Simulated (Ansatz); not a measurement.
**CH5Si− (SMILES [CH2-][SiH3]): single points off equilibrium**

An exercise on one series of results from a longer session: the logs are not shown, and one member is left open.

Program: Ansatz 0.2.0, Gaussian basis. Level of theory: single points in def2-TZVPPD. These are calculated values, not measurements.

Correlated methods freeze the cores.

### The starting structure

SMILES `[CH2-][SiH3]`, 7 atoms, charge -1, spin multiplicity 1.

Atoms are counted from 1 here; the program's logs count them from 0.

Bond lengths: C1–Si2 1.851 Å, C1–H3 1.083 Å, C1–H4 1.198 Å, Si2–H5 1.620 Å, Si2–H6 1.515 Å, Si2–H7 1.527 Å. Angles: Si2–C1–H3 113.6°, Si2–C1–H4 116.6°, H3–C1–H4 101.1°, C1–Si2–H5 127.7°, C1–Si2–H6 109.5°, C1–Si2–H7 111.5°, H5–Si2–H6 99.3°, H5–Si2–H7 97.1°, H6–Si2–H7 110.5°.

Geometry (Å):

```xyz
7

C    -0.10510   -1.12490    0.47990
Si    0.09190    0.63600   -0.05660
H    -1.12830   -1.47870    0.43820
H     0.45240   -1.95390   -0.18210
H    -0.29900    1.28600   -1.48850
H    -0.72340    1.53490    0.85020
H     1.55840    1.06080   -0.05190
```

Set-up of the first run:

File run/in.yaml:

```yaml
crystal:
  periodic: [false, false, false]
  atoms:
    - {symbol: C, position_ang: [-0.105100, -1.124900, 0.479900]}
    - {symbol: Si, position_ang: [0.091900, 0.636000, -0.056600]}
    - {symbol: H, position_ang: [-1.128300, -1.478700, 0.438200]}
    - {symbol: H, position_ang: [0.452400, -1.953900, -0.182100]}
    - {symbol: H, position_ang: [-0.299000, 1.286000, -1.488500]}
    - {symbol: H, position_ang: [-0.723400, 1.534900, 0.850200]}
    - {symbol: H, position_ang: [1.558400, 1.060800, -0.051900]}
basis:
  gaussian: {orbitals: "def2-TZVPPD.json"}
total_charge: -1
correlation: {method: ccsd_t}
output: {forces: true}
```

The basis file named in the input lies beside it (Basis Set Exchange, JSON).

No record of the launch command was kept for these runs.

Among the steps run: CCSD(T)/def2-TZVPPD; PBE0-D4/def2-TZVPPD; wB97M-V/def2-TZVPPD; r2SCAN-D4/def2-TZVPPD; PBE-D4/def2-TZVPPD; revPBE-D4/def2-TZVPPD; SPW92/def2-TZVPPD.

One of the session's tables, all rows but one given; the rest of the session is left out.

```
   method  RMS force component (eV/Å)  angle to CCSD(T) forces (°)
  CCSD(T)                       0.787                    reference
  PBE0-D4                       0.805                          6.6
  wB97M-V                       0.813                          5.8
r2SCAN-D4                           ?                            ?
   PBE-D4                       0.747                         10.6
revPBE-D4                       0.738                         11.8
    SPW92                       0.781                         15.2
```

Estimate the missing values for r2SCAN-D4.

As computed: RMS force component (eV/Å): 0.782; angle to CCSD(T) forces (°): 6.5. In the column «RMS force component (eV/Å)» it lies between SPW92 (0.781) and CCSD(T) (0.787).

Caveats from the session: The anion's highest level is positive in at least one run, so there the basis alone may hold the extra electron.
